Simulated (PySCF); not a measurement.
Gas-phase reaction: 3 (CH3)3SiH + C3H6 (propylene) ⇌ 3 (CH3)2Si + 3 C2H6. Level: ωB97M-V/def2-TZVP†; standard pressure 1 bar.

Computed with PySCF and rigid-rotor harmonic-oscillator thermochemistry at 1 bar. † marks an energy on the PBE0/def2-TZVP geometry and frequencies. All species are closed-shell singlets. No R ln 2 is added for the mirror-image form of (CH3)2Si. (CH3)2Si: computed as isolated molecules; such fragments, hydroxides, amides, oligomers or adducts are transient or little studied in the gas. The harmonic model lacks anharmonicity and excited electronic states, which grow with temperature; levels with a mode under 35 cm⁻¹ are left out. Internal rotation in (CH3)3SiH, C3H6 (propylene), (CH3)2Si, C2H6 is treated as a harmonic vibration of one conformer, which makes the entropy rough.

```json
[
 {"T (K)": "600", "1000/T (1/K)": "1.6667", "log10 K": "-36.56"},
 {"T (K)": "800", "1000/T (1/K)": "1.2500", "log10 K": "-23.66"},
 {"T (K)": "1000", "1000/T (1/K)": "1.0000", "log10 K": "-16.04"},
 {"T (K)": "1200", "1000/T (1/K)": "0.8333", "log10 K": "-11.03"},
 {"T (K)": "1400", "1000/T (1/K)": "0.7143", "log10 K": "?"},
 {"T (K)": "1600", "1000/T (1/K)": "0.6250", "log10 K": "-4.90"}
]
```

### Question
Fit log10 K = a + b·(1000/T) to the five rows, get the mean ΔH° and ΔS°, and predict log10 K at 1400 K.

### Answer
Means: 1000/T = 1.0750, log10 K = -18.438. Sums of products about the means: Sxy = -19.69910, Sxx = 0.647278, so b = Sxy/Sxx = -30.43 and a = -18.438 − (-30.43)×1.0750 = 14.27.
ΔH° = −R ln 10 × 1000 K × b = −19.145 × (-30.43) = 583 kJ; ΔS° = R ln 10 × a = 273 J/K. The run's own values go from 596 kJ and 294 J/K at 600 K to 555 kJ and 253 J/K at 1600 K.
Prediction at 1400 K: 14.27 + (-30.43)×0.7143 = -7.47. The computed value is -7.51, 0.04 from the line.
For scale, ΔH°(298 K) is 606 kJ at this level, 638 kJ at ωB97X-V/def2-TZVP†, and runs from 393 to 652 kJ over the 18 levels computed.
